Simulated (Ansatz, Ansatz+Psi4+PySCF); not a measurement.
```xyz
7

C     0.0517    0.7044    0.0000
N     0.0517   -0.7596    0.0000
H    -0.9417    1.1762    0.0000
H    -0.4582   -1.0994    0.8124
H    -0.4582   -1.0994   -0.8124
H     0.5928    1.0567    0.8807
H     0.5928    1.0567   -0.8807
```

Basis set: cc-pVTZ (spherical functions). Left uncorrelated: 2 orbitals. Charge 0, multiplicity 1.

Computed with Ansatz (development build ahead of 0.2.0); free ground-state atoms in the same class of orbitals, no zero-point energy, no relativity.

The atomization energy of singlet CH₅N from measured heats of formation, zero-point and thermal terms removed is 25.243 eV (G2/97 set, Curtiss et al., J. Chem. Phys. 106, 1063 (1997), as shipped with ASE); it holds spin-orbit and other relativistic effects.

(1) How far do RHF-MP2, RHF miss it in this basis?

Answers

(1)

| method | atomization energy (eV) | computed − measured (eV) |
| --- | --- | --- |
| RHF-MP2 | 24.597 | -0.646 |
| RHF | 18.222 | -7.021 |
